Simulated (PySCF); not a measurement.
# Gas-phase thermal properties of C4H8 (trans-2-butene)

Energies from PySCF (xtb for GFN2), thermal terms from the rigid-rotor harmonic-oscillator model, ideal gas at 1 bar. 'Table' is the NASA 1993 thermochemical table (part measured, part estimated). 6-31G* has spherical d functions here. All species are closed-shell singlets. B3LYP is the form with VWN-RPA correlation. The harmonic model lacks anharmonicity and excited electronic states, which grow with temperature; levels with a mode under 35 cm⁻¹ are left out. Internal rotation in C4H8 (trans-2-butene) is treated as a harmonic vibration of one conformer, which makes the entropy rough. The table's entry may be an old estimate for C4H8 (trans-2-butene) (not checked at source).

```json
[
 {"level": "table", "point group": "-", "σ": "-", "ZPE (kJ/mol)": "-", "S°298 (J/mol/K)": "296.3", "Cp298 (J/mol/K)": "87.7", "S°1000 (J/mol/K)": "463.3", "H1000 − H298 (kJ/mol)": "104.5"},
 {"level": "B3LYP/6-31G*", "point group": "C2h", "σ": "2", "ZPE (kJ/mol)": "284.9", "S°298 (J/mol/K)": "292.0", "Cp298 (J/mol/K)": "84.4", "S°1000 (J/mol/K)": "458.5", "H1000 − H298 (kJ/mol)": "104.7"},
 {"level": "GFN2-xTB", "point group": "C2h", "σ": "2", "ZPE (kJ/mol)": "278.6", "S°298 (J/mol/K)": "295.9", "Cp298 (J/mol/K)": "85.9", "S°1000 (J/mol/K)": "464.8", "H1000 − H298 (kJ/mol)": "106.1"},
 {"level": "HF/6-31G*", "point group": "C2h", "σ": "2", "ZPE (kJ/mol)": "303.6", "S°298 (J/mol/K)": "289.1", "Cp298 (J/mol/K)": "80.0", "S°1000 (J/mol/K)": "447.3", "H1000 − H298 (kJ/mol)": "99.7"},
 {"level": "PBE/def2-SVP", "point group": "C2h", "σ": "2", "ZPE (kJ/mol)": "274.1", "S°298 (J/mol/K)": "293.9", "Cp298 (J/mol/K)": "87.6", "S°1000 (J/mol/K)": "466.1", "H1000 − H298 (kJ/mol)": "108.0"},
 {"level": "PBE0/def2-TZVP", "point group": "C2h", "σ": "2", "ZPE (kJ/mol)": "283.3", "S°298 (J/mol/K)": "291.9", "Cp298 (J/mol/K)": "84.9", "S°1000 (J/mol/K)": "459.6", "H1000 − H298 (kJ/mol)": "105.4"}
]
```
σ: rotational symmetry number. Electronic degeneracy used: 1. Frequencies are unscaled.
